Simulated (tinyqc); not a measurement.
UKS/LDA (PW92) in the sto-3g basis, for LiH, spin multiplicity 3, step by step. One step of it, computed by the program tinyqc.

Problem. Iteration 1: building the Kohn-Sham matrix. J_ij = sum D_kl (ij|kl) with D = D(alpha) + D(beta); F = H + J + V_xc; E = tr D H + tr D J / 2 + E_xc + E_nn.

D(alpha) at the start, lower triangle:
```
            1Li 1s     1Li 2s   1Li 2px   1Li 2py   1Li 2pz     2H 1s
1Li 1s    1.063330
1Li 2s   -0.263605   1.097360
1Li 2px   0.000000   0.000000  0.000000
1Li 2py   0.000000   0.000000  0.000000  0.000000
1Li 2pz   0.002902  -0.029186  0.000000  0.000000  0.483477
2H 1s     0.028402  -0.125561  0.000000  0.000000  0.376958  0.303555
```

D(beta) at the start, lower triangle:
```
            1Li 1s     1Li 2s   1Li 2px   1Li 2py   1Li 2pz     2H 1s
1Li 1s    1.011273
1Li 2s   -0.024730   0.000605
1Li 2px   0.000000   0.000000  0.000000
1Li 2py   0.000000   0.000000  0.000000  0.000000
1Li 2pz   0.000309  -0.000008  0.000000  0.000000  0.000000
2H 1s     0.003988  -0.000098  0.000000  0.000000  0.000001  0.000016
```

core Hamiltonian H = T + V (hartree), lower triangle:
```
            1Li 1s     1Li 2s    1Li 2px    1Li 2py    1Li 2pz      2H 1s
1Li 1s   -4.621033
1Li 2s   -1.036410  -1.314990
1Li 2px   0.000000   0.000000  -1.069815
1Li 2py   0.000000   0.000000   0.000000  -1.069815
1Li 2pz  -0.006802  -0.074794   0.000000   0.000000  -1.123559
2H 1s    -0.039943  -0.293805   0.000000   0.000000  -0.421665  -1.111379
```

Two-electron integrals (ij|kl) in chemists' order, unique and non-zero (hartree):
```
(11|11) 1.680395   (21|11) 0.265420   (21|21) 0.049941   (22|11) 0.397727
(22|21) 0.092860   (22|22) 0.290562   (31|31) 0.008981   (32|31) 0.013788
(32|32) 0.064184   (33|11) 0.396640   (33|21) 0.092880   (33|22) 0.290497
(33|33) 0.312946   (41|41) 0.008981   (42|41) 0.013788   (42|42) 0.064184
(43|43) 0.016869   (44|11) 0.396640   (44|21) 0.092880   (44|22) 0.290497
(44|33) 0.279207   (44|44) 0.312946   (51|51) 0.008981   (52|51) 0.013788
(52|52) 0.064184   (53|53) 0.016869   (54|54) 0.016869   (55|11) 0.396640
(55|21) 0.092880   (55|22) 0.290497   (55|33) 0.279207   (55|44) 0.279207
(55|55) 0.312946   (61|11) 0.009181   (61|21) 0.001763   (61|22) 0.003429
(61|33) 0.003381   (61|44) 0.003381   (61|51) 0.000255   (61|52) 0.000505
(61|55) 0.003528   (61|61) 0.000071   (62|11) 0.055473   (62|21) 0.013270
(62|22) 0.048884   (62|33) 0.045948   (62|44) 0.045948   (62|51) 0.001951
(62|52) 0.015556   (62|55) 0.054709   (62|61) 0.000588   (62|62) 0.018566
(63|31) 0.000629   (63|32) 0.003792   (63|53) 0.001884   (63|63) 0.000806
(64|41) 0.000629   (64|42) 0.003792   (64|54) 0.001884   (64|64) 0.000806
(65|11) 0.079673   (65|21) 0.019134   (65|22) 0.071815   (65|33) 0.066964
(65|44) 0.066964   (65|51) 0.002997   (65|52) 0.024151   (65|55) 0.081445
(65|61) 0.000860   (65|62) 0.028832   (65|65) 0.044929   (66|11) 0.214926
(66|21) 0.051819   (66|22) 0.208148   (66|33) 0.192059   (66|44) 0.192059
(66|51) 0.006788   (66|52) 0.071298   (66|55) 0.240097   (66|61) 0.002279
(66|62) 0.107136   (66|65) 0.169585   (66|66) 0.774606
```

nuclear repulsion = 0.64481382 hartree

V_xc(alpha) (hartree), lower triangle:
```
            1Li 1s     1Li 2s    1Li 2px    1Li 2py    1Li 2pz      2H 1s
1Li 1s   -1.052430
1Li 2s   -0.145364  -0.229149
1Li 2px   0.000000   0.000000  -0.216212
1Li 2py   0.000000   0.000000   0.000000  -0.216212
1Li 2pz   0.000078  -0.005569   0.000000   0.000000  -0.249564
2H 1s    -0.005082  -0.055878   0.000000   0.000000  -0.085773  -0.362508
```

V_xc(beta) (hartree), lower triangle:
```
            1Li 1s     1Li 2s    1Li 2px    1Li 2py    1Li 2pz      2H 1s
1Li 1s   -1.040842
1Li 2s   -0.136749  -0.156603
1Li 2px   0.000000   0.000000  -0.151066
1Li 2py   0.000000   0.000000   0.000000  -0.151066
1Li 2pz   0.000015  -0.001898   0.000000   0.000000  -0.163524
2H 1s    -0.004637  -0.030623   0.000000   0.000000  -0.045886  -0.171404
```

E_xc = sum of w rho eps_xc = -1.99312121 hartree

Give: Coulomb J; F(alpha); F(beta); total energy of this density.

Solution.

Coulomb J (hartree), lower triangle:
```
         1Li 1s  1Li 2s  1Li 2px  1Li 2py  1Li 2pz  2H 1s
1Li 1s    4.074
1Li 2s    0.696   1.336
1Li 2px   0.000   0.000    1.321
1Li 2py   0.000   0.000    0.000    1.321
1Li 2pz   0.003   0.032    0.000    0.000    1.360
2H 1s     0.025   0.236    0.000    0.000    0.349  1.093
```

F(alpha) (hartree), lower triangle:
```
         1Li 1s  1Li 2s  1Li 2px  1Li 2py  1Li 2pz   2H 1s
1Li 1s   -1.600
1Li 2s   -0.486  -0.208
1Li 2px   0.000   0.000    0.035
1Li 2py   0.000   0.000    0.000    0.035
1Li 2pz  -0.004  -0.048    0.000    0.000   -0.013
2H 1s    -0.020  -0.113    0.000    0.000   -0.158  -0.381
```

F(beta) (hartree), lower triangle:
```
         1Li 1s  1Li 2s  1Li 2px  1Li 2py  1Li 2pz   2H 1s
1Li 1s   -1.588
1Li 2s   -0.478  -0.135
1Li 2px   0.000   0.000    0.100
1Li 2py   0.000   0.000    0.000    0.100
1Li 2pz  -0.004  -0.044    0.000    0.000    0.073
2H 1s    -0.020  -0.088    0.000    0.000   -0.118  -0.190
```

total energy of this density = -7.54915 hartree
